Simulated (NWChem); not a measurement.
# Correlation energy of CH2

```
C
H 1 1.0897
H 1 1.0897 2 134.26
```
Charge 0, spin multiplicity 3.

Everything below was run with NWChem. The geometry was optimised at UPBE0/def2-SVP, a minimum by its harmonic frequencies.

Basis set: cc-pVDZ. Each correlation energy counts from its own Hartree-Fock reference.

The correlated methods keep 1 core orbital frozen. This spin state was chosen for the runs; another may lie lower. The structure started from a generated list of species. The unpaired electrons of the parent sit in orbitals of symmetry a1 and b2 (C2v labels of the run); other states weren't searched. No SCF solution was tested for a lower state. Open-shell Hartree-Fock references start from PBE0 orbitals. Coupled-cluster values serve here as a point of comparison, not as the truth.

For the correlation energy, CCSD[T] on UHF gives -115.2 mHa and UMP2 gives -93.1 mHa. What do CCSD on UHF, SCS-UMP2, CCSD(T) on ROHF give?

CCSD on UHF: -113.4 mHa; SCS-UMP2: -93.3 mHa; CCSD(T) on ROHF: -120.6 mHa.
